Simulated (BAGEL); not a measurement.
# C3H5Cl (allyl chloride): RI-MP2/def2-SVP (density fitting with cc-pvqz-jkfit)

What is the energy change on altering one bond length of C3H5Cl (allyl chloride) at RI-MP2/def2-SVP (density fitting with cc-pvqz-jkfit)? 

Program for the calculation: BAGEL 1.2.2.

6 further runs of the same task are left out: 3 that didn't finish, 3 set aside as unsound or not needed.

## Step 1: The structure to begin with

The species is C3H5Cl (9 atoms), meant as a singlet with charge 0. SMILES: `C=CCCl`. The coordinates come from a PBE0-D4/def2-TZVP relaxation. This is one conformer, not always the lowest.

Bond lengths: C1–C2 1.325 Å, C2–C3 1.483 Å, C3–Cl4 1.795 Å, C1–H5 1.083 Å, C1–H6 1.085 Å, C2–H7 1.087 Å, C3–H8 1.089 Å, C3–H9 1.090 Å. Some angles: C1–C2–C3 123.4°, C2–C3–Cl4 111.0°, C1–C2–H7 120.5°, C3–C2–H7 116.1°, C2–C1–H5 121.5°, C2–C1–H6 121.4°, C2–C3–H8 111.7°, C2–C3–H9 111.8°, Cl4–C3–H8 107.1°, Cl4–C3–H9 105.6°.

## Step 2: The energy at RI-MP2/def2-SVP (density fitting with cc-pvqz-jkfit)

The input, input.json:

```json
{ "bagel": [

{
  "title": "molecule",
  "basis": "svp",
  "df_basis": "cc-pvqz-jkfit",
  "angstrom": "true",
  "geometry": [
    { "atom": "C", "xyz": [      -0.295350,       1.315190,      -0.447700 ] },
    { "atom": "C", "xyz": [       0.370210,       0.171280,      -0.388240 ] },
    { "atom": "C", "xyz": [       0.080190,      -0.891510,       0.604460 ] },
    { "atom": "Cl", "xyz": [      -0.392790,      -2.419870,      -0.209260 ] },
    { "atom": "H", "xyz": [      -0.044240,       2.079040,      -1.173800 ] },
    { "atom": "H", "xyz": [      -1.115830,       1.528620,       0.230150 ] },
    { "atom": "H", "xyz": [       1.180420,      -0.031190,      -1.083310 ] },
    { "atom": "H", "xyz": [      -0.740340,      -0.613990,       1.264520 ] },
    { "atom": "H", "xyz": [       0.957740,      -1.137570,       1.203200 ] }
  ]
},

{ "title": "hf" },

{ "title": "mp2", "ncore": 8 }

]}
```

Launch:

```sh
BAGEL_NUM_THREADS=1 BAGEL input.json > input.out
```

The log of the run:

```text
* using 1 threads per process

  ===============================================================
  ===============================================================

  *** Geometry ***

  { "atom" : "C", "xyz" : [     -0.558131,      2.485349,     -0.846030 ] },
  { "atom" : "C", "xyz" : [      0.699596,      0.323672,     -0.733667 ] },
  { "atom" : "C", "xyz" : [      0.151537,     -1.684710,      1.142264 ] },
  { "atom" : "Cl", "xyz" : [     -0.742266,     -4.572892,     -0.395444 ] },
  { "atom" : "H", "xyz" : [     -0.083601,      3.928816,     -2.218161 ] },
  { "atom" : "H", "xyz" : [     -2.108613,      2.888673,      0.434920 ] },
  { "atom" : "H", "xyz" : [      2.230671,     -0.058941,     -2.047159 ] },
  { "atom" : "H", "xyz" : [     -1.399040,     -1.160273,      2.389596 ] },
  { "atom" : "H", "xyz" : [      1.809866,     -2.149696,      2.273718 ] },

  Number of auxiliary basis functions:      721

  Since a DF basis is specified, we compute 2- and 3-index integrals:
    o Being stored without compression. Storage requirement is 0.042 GB

  Number of basis functions:       85
  Number of electrons      :       40

    * METHOD: MOLECULE                             0.45

  *** RHF ***

  === Nuclear Repulsion ===
   144.0348048613

      * DIIS with orbital gradients will be used.

  === RHF iteration (svp) ===
      0       -575.66410121          0.01228641           0.09
      1       -575.74792822          0.00451848           0.08
      2       -575.75697585          0.00119521           0.08
      3       -575.75787107          0.00010445           0.08
      4       -575.75788288          0.00003718           0.08
      5       -575.75788445          0.00001298           0.08
      6       -575.75788465          0.00000668           0.08
      7       -575.75788469          0.00000191           0.08
      8       -575.75788470          0.00000064           0.09
      9       -575.75788470          0.00000019           0.08
     10       -575.75788470          0.00000007           0.09
     11       -575.75788470          0.00000002           0.08
     12       -575.75788470          0.00000001           0.08
    * SCF iteration converged.

    * Permanent dipole moment:
           (   -0.216416,    -0.734602,    -0.343599) a.u.

    * METHOD: HF                                   1.28

  *** RHF ***

  === Nuclear Repulsion ===
   144.0348048613

      * DIIS with orbital gradients will be used.

  === RHF iteration (svp) ===
      0       -575.75788470          0.00000001           0.08
    * SCF iteration converged.

    * Permanent dipole moment:
           (   -0.216416,    -0.734603,    -0.343600) a.u.

  === DF-MP2 calculation ===

    * freezing 8 orbitals
    * 3-index integral transformation done
    * assembly done

      MP2 correlation energy:   -0.5417722438      0.05

      MP2 total energy:       -576.2996569441

    * METHOD: MP2                                  0.24

  ===============================================================
```

It took 2.1 s on 1 thread of Arm Neoverse V2, shared host.

## Step 3: The distorted shape, same level

The input, calc.json:

```json
{ "bagel" : [

{
  "title" : "molecule",
  "basis" : "svp",
  "df_basis" : "cc-pvqz-jkfit",
  "angstrom" : true,
  "geometry" : [
    { "atom" : "C", "xyz" : [    0.083046,    2.537917,    0.203297 ] },
    { "atom" : "C", "xyz" : [    0.748606,    1.394007,    0.262757 ] },
    { "atom" : "C", "xyz" : [    0.458586,    0.331217,    1.255457 ] },
    { "atom" : "Cl", "xyz" : [   -0.392790,   -2.419870,   -0.209260 ] },
    { "atom" : "H", "xyz" : [    0.334156,    3.301767,   -0.522803 ] },
    { "atom" : "H", "xyz" : [   -0.737434,    2.751347,    0.881147 ] },
    { "atom" : "H", "xyz" : [    1.558816,    1.191537,   -0.432313 ] },
    { "atom" : "H", "xyz" : [   -0.361944,    0.608737,    1.915517 ] },
    { "atom" : "H", "xyz" : [    1.336136,    0.085157,    1.854197 ] }
  ]
},
{
  "title" : "hf"
},
{
  "title" : "mp2",
  "ncore" : 8
}

]}
```

Launch:

```sh
BAGEL_NUM_THREADS=1 BAGEL calc.json > calc.out
```

The log of the run:

```text
* using 1 threads per process

  ===============================================================
  ===============================================================

  *** Geometry ***

  { "atom" : "C", "xyz" : [      0.156934,      4.795968,      0.384176 ] },
  { "atom" : "C", "xyz" : [      1.414660,      2.634291,      0.496539 ] },
  { "atom" : "C", "xyz" : [      0.866602,      0.625909,      2.372470 ] },
  { "atom" : "Cl", "xyz" : [     -0.742266,     -4.572892,     -0.395444 ] },
  { "atom" : "H", "xyz" : [      0.631463,      6.239435,     -0.987954 ] },
  { "atom" : "H", "xyz" : [     -1.393548,      5.199292,      1.665127 ] },
  { "atom" : "H", "xyz" : [      2.945735,      2.251679,     -0.816953 ] },
  { "atom" : "H", "xyz" : [     -0.683975,      1.150346,      3.619803 ] },
  { "atom" : "H", "xyz" : [      2.524931,      0.160923,      3.503925 ] },

  Number of auxiliary basis functions:      721

  Since a DF basis is specified, we compute 2- and 3-index integrals:
    o Being stored without compression. Storage requirement is 0.042 GB

  Number of basis functions:       85
  Number of electrons      :       40

    * METHOD: MOLECULE                             0.44

  *** RHF ***

  === Nuclear Repulsion ===
   116.0489297264

      * DIIS with orbital gradients will be used.

  === RHF iteration (svp) ===
      0       -575.47399862          0.01136414           0.09
      1       -575.58017400          0.00570927           0.09
      2       -575.60381612          0.00251571           0.08
      3       -575.60859011          0.00053491           0.08
      4       -575.60886952          0.00019405           0.09
      5       -575.60892707          0.00008818           0.08
      6       -575.60893887          0.00004285           0.08
      7       -575.60894132          0.00001154           0.08
      8       -575.60894150          0.00000669           0.08
      9       -575.60894154          0.00000200           0.08
     10       -575.60894154          0.00000103           0.08
     11       -575.60894155          0.00000036           0.08
     12       -575.60894155          0.00000018           0.08
     13       -575.60894155          0.00000008           0.08
     14       -575.60894155          0.00000004           0.08
     15       -575.60894155          0.00000002           0.08
     16       -575.60894155          0.00000001           0.08
     17       -575.60894155          0.00000001           0.08
    * SCF iteration converged.

    * Permanent dipole moment:
           (   -0.815799,    -3.617513,    -1.218853) a.u.

    * METHOD: HF                                   1.71

  *** RHF ***

  === Nuclear Repulsion ===
   116.0489297264

      * DIIS with orbital gradients will be used.

  === RHF iteration (svp) ===
      0       -575.60894155          0.00000001           0.08
    * SCF iteration converged.

    * Permanent dipole moment:
           (   -0.815799,    -3.617513,    -1.218854) a.u.

  === DF-MP2 calculation ===

    * freezing 8 orbitals
    * 3-index integral transformation done
    * assembly done

      MP2 correlation energy:   -0.5439631985      0.05

      MP2 total energy:       -576.1529047438

    * METHOD: MP2                                  0.24

  ===============================================================
```

It took 2.5 s on 1 thread of Arm Neoverse V2, shared host.

## Step 4: Summary of results

Level: RI-MP2/def2-SVP (density fitting with cc-pvqz-jkfit), 8 core orbitals frozen.

| quantity | value |
| --- | --- |
| first shape: total energy | -576.29966 Eh |
| first shape: correlation energy (8 core orbitals frozen) | -541.8 mEh |
| distorted shape: total energy | -576.15290 Eh |
| distorted shape: correlation energy (8 core orbitals frozen) | -544.0 mEh |
| energy change with the C3–Cl4 bond stretched from 1.795 to 3.231 Å | 3.993 eV |

What this shows: One bond (distorted shape) is far stretched, which a spin-restricted single reference describes badly; perturbation theory on it can break down and give far too much correlation. With the C3–Cl4 bond stretched from 1.795 to 3.231 Å the energy rises by 3.99 eV (385 kJ/mol). The first shape isn't relaxed at this level, so the change isn't measured from a minimum. A restricted reference can't describe the breaking bond well at this length.
